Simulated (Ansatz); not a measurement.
LA phonon frequency at X of zinc-blende BAs at several levels of theory

No measured value is used here.

```json
[
 {"level (code)": "LDA (Ansatz)", "value (cm⁻¹)": "322", "cell (Å³/atom)": "13.25"},
 {"level (code)": "BLYP (Ansatz)", "value (cm⁻¹)": "(withheld)", "cell (Å³/atom)": "14.45"},
 {"level (code)": "PBE (Ansatz)", "value (cm⁻¹)": "312", "cell (Å³/atom)": "13.90"},
 {"level (code)": "PBE-D3(BJ) (Ansatz)", "value (cm⁻¹)": "322", "cell (Å³/atom)": "13.52"},
 {"level (code)": "r²SCAN (Ansatz)", "value (cm⁻¹)": "323", "cell (Å³/atom)": "13.68"},
 {"level (code)": "B3LYP (VWN-RPA form) (Ansatz)", "value (cm⁻¹)": "320", "cell (Å³/atom)": "14.02"},
 {"level (code)": "Hartree–Fock (Ansatz)", "value (cm⁻¹)": "(withheld)", "cell (Å³/atom)": "14.06"}
]
```

### Question
Fill in the missing entries.

### Answer

- BLYP (Ansatz, a quantum-chemistry and plane-wave program), value (cm⁻¹): 304
- Hartree–Fock (Ansatz), value (cm⁻¹): 347

PBE-D3(BJ): the dispersion coefficients are held fixed in the derivatives. Each level is taken at its own relaxed cell. Cutoffs and k meshes differ between the levels. Ansatz's density-functional and Hartree–Fock values are scalar-relativistic unless marked +SOC, with PAW data made under PBE.
